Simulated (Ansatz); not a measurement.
C$_{4}$H$_{6}$F$_{2}$, SMILES `CC/C(F)=C\F`, relaxed with RKS PBE-D4/def2-SVP in the Gaussian-basis code of Ansatz from a rough embedded geometry. The force threshold is 0.03 eV/Å; the program also tests the step.

The species carries charge 0 and has multiplicity 1.

Start:

```xyz
12

C    -0.304    1.456   -0.672
C    -0.529   -0.024   -0.521
C    -0.015   -0.536    0.800
F    -0.645   -0.109    1.866
C     0.902   -1.473    0.906
F     1.538   -2.048   -0.149
H    -0.631    1.813   -1.641
H     0.828    1.635   -0.663
H    -0.718    1.993    0.149
H    -1.616   -0.212   -0.576
H    -0.071   -0.578   -1.343
H     1.261   -1.918    1.843
```

```csv
step,energy (eV),largest force (eV/Å),largest move (Å)
1,-9660.6090,2.356,0.000
2,-9660.8188,0.947,0.097
3,-9660.8513,0.275,0.060
4,-9660.8547,0.167,0.089
5,-9660.8592,0.044,0.047
6,-9660.8595,0.031,0.006
7,-9660.8597,0.014,0.009
```

End:

```xyz
12

C    -0.279    1.481   -0.674
C    -0.515   -0.031   -0.539
C    -0.017   -0.589    0.752
F    -0.565   -0.040    1.863
C     0.914   -1.548    0.923
F     1.509   -2.139   -0.131
H    -0.709    1.865   -1.621
H     0.803    1.719   -0.666
H    -0.754    2.029    0.163
H    -1.606   -0.245   -0.615
H    -0.024   -0.588   -1.362
H     1.243   -1.914    1.907
```

Hardware: 4 threads of a server CPU on a shared host. Wall time 8 s, peak host memory 0.15 GiB.
